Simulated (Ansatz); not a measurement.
fcc Pt, treated with PBEsol+SOC (plane waves, PAW; Ansatz, a program for electronic structure).

Numerical settings: plane-wave cutoff 520 eV, 28×28×28 k mesh, Fermi–Dirac smearing 0.045 eV (set by the program), PAW data made under PBE.

Computed at the level's own relaxed cell.

**Question.** Give the computed elastic constant C11, elastic constant C12, polycrystal shear modulus (Hill average) and elastic constant C44.

**Answer.** 
* **elastic constant C11**: 357 GPa
* **elastic constant C12**: 246 GPa
* **polycrystal shear modulus (Hill average)**: 68.6 GPa
* **elastic constant C44**: 79.1 GPa

Measured, for comparison: elastic constant C11 358 GPa, elastic constant C12 254 GPa, elastic constant C44 77.4 GPa (0 K, low-temperature values given for 0 K; zero-point effects included; as tabulated in Li et al. (2021), arXiv:2102.01972). Computed (rounded) less measured: elastic constant C11 -0.3 %, elastic constant C12 -3 %, elastic constant C44 +2 %.

Elastic constants are with the ions relaxed.

The computed numbers hold no vibrational or temperature effects.

The result took around 16 core-minutes (rough).
